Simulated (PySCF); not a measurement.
**[AlH3]-: doublet, from a trigonal planar start**

Where does doublet [AlH3]- go from a trigonal planar start, is the end point a minimum, and what are its modes, charges and moments?

Program: PySCF 2.14.0. Level of theory: PBE0, basis Al def2-TZVPD, H def2-TZVPD, no relativity, density fitting. These are calculated values, not measurements.

**1. The system as given**

4 atoms, charge -1, spin multiplicity 2.

Bond lengths: Al1–H2 1.580 Å, Al1–H3 1.580 Å, Al1–H4 1.580 Å. Angles: H2–Al1–H3 120.0°, H2–Al1–H4 120.0°, H3–Al1–H4 120.0°.

Coordinates in bohr (charge -1 multiplicity 2):
```
Al    0.0000    0.0000    0.0000
H     2.9858    0.0000    0.0000
H    -1.4929    2.5857    0.0000
H    -1.4929   -2.5857    0.0000
```

**2. First SCF at the start**

The steps below are one call of a driver around PySCF. For each, scf.py gives the equivalent set-up of the SCF; relaxations use the driver's own optimiser. After this first run the driver tries any further starts and a stability analysis.

Contents of scf.py:

```python
from pyscf import gto, scf, dft
mol = gto.M(atom='''
Al     0.000000     0.000000     0.000000
H      1.580000     0.000000     0.000000
H     -0.790000     1.368300     0.000000
H     -0.790000    -1.368300     0.000000''',
    basis={'Al': 'def2-TZVPD', 'H': 'def2-TZVPD'},
    charge=-1, spin=1)
mf = dft.UKS(mol, xc='PBE0')
mf.grids.atom_grid = (50, 194)
aux = {'Al': 'def2-universal-JKFIT', 'H': 'def2-universal-JKFIT'}
mf = mf.density_fit(auxbasis=aux)
mf.conv_tol = 1e-08
mf.diis_space = 10
mf.max_cycle = 60
mf.init_guess = 'minao'
mf.verbose = 4
mf.kernel()
```

Launch:

```console
$ OMP_NUM_THREADS=2 python axn.py task.json out
```

The runs that follow: Trigonal planar start, doublet: relaxation; Vibrations and properties at this point; Leaving the saddle point; Vibrations and properties at this point.

What does the calculation give? Wanted: minimum; geometry; wavenumbers; dipole moment; highest occupied, lowest empty level; polar-tensor charge of Al1; zero-point energy; ⟨S²⟩.

As calculated:

| quantity | value |
| --- | --- |
| minimum | doublet, C3v |
| geometry | Al–H 1.640 Å (×3); H–Al–H 111.0° (×3) |
| wavenumbers (cm⁻¹) | 652 (a1), 745 (e), 1672 (e), 1696 (a1) |
| dipole moment (centre of mass) | 0.39 D |
| highest occupied, lowest empty level (either spin) | 0.91, 3.79 eV |
| polar-tensor charge of Al1 | +0.29 e |
| zero-point energy | 43.0 kJ/mol |
| entropy at 298.15 K | 220.8 J/(mol K) |
| ⟨S²⟩ | 0.752 |

The trigonal planar start (D3h) ends in a minimum of C3v symmetry, after a stop at a saddle point 20.8 kJ/mol higher, from which it was pushed off along an imaginary mode. The strongest infrared band lies at 1672 cm⁻¹ (e, stretch). Most of the spin sits on Al1 (Mulliken spin 0.96, against 1 for the whole molecule). Other starts or spin states, not run here, may lie lower. The highest occupied level lies above zero: either self-interaction error lifts it or the extra electron is not bound, and the basis holds it in place.
